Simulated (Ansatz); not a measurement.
Process, species as SMILES: N#N (N2) + H+ → N#[NH+]
B3LYP-D3(BJ)/def2-TZVP geometries, fixed; electronic energies without zero-point terms; positive where energy is released.
Largest species:
```xyz
3

N      0.0000     0.0000    -0.4376
N      0.0000     0.0000     0.6484
H      0.0000     0.0000    -1.4756
```
Charge +1, spin multiplicity 1.

Energies in hartree at PBE0 with Ansatz (a first-principles code); the proton affinity is their sum with the coefficients shown, times 627.509 kcal/mol a hartree; the bare proton counts zero. All functions are spherical. The program fits the integrals of some runs and decomposes those of others, by size. No added dispersion term, no relativity.

| species | coefficient | part | cc-pVDZ | cc-pVTZ | cc-pVQZ |
|---|---|---|---|---|---|
| N#N (N2) | +1 | PBE0 | -109.41010 | -109.44147 | -109.44970 |
| N#[NH+] | -1 | PBE0 | -109.60941 | -109.63986 | -109.64766 |

Predict the proton affinity in cc-pV5Z (X = 5): let each PBE0 step shrink by the ratio of the last two. Compare with the run.


- N#N (N2): steps -0.03137 and -0.00823, ratio 0.262, so PBE0 -109.45186 (run: -109.45227).
- N#[NH+]: steps -0.03045 and -0.00780, ratio 0.256, so PBE0 -109.64966 (run: -109.64992).
Predicted 124.12 kcal/mol; the run in cc-pV5Z gives 124.03, a miss of 0.09. Keeping the value in cc-pVQZ, 124.22, would miss by 0.19. All sums are of the energies as printed.
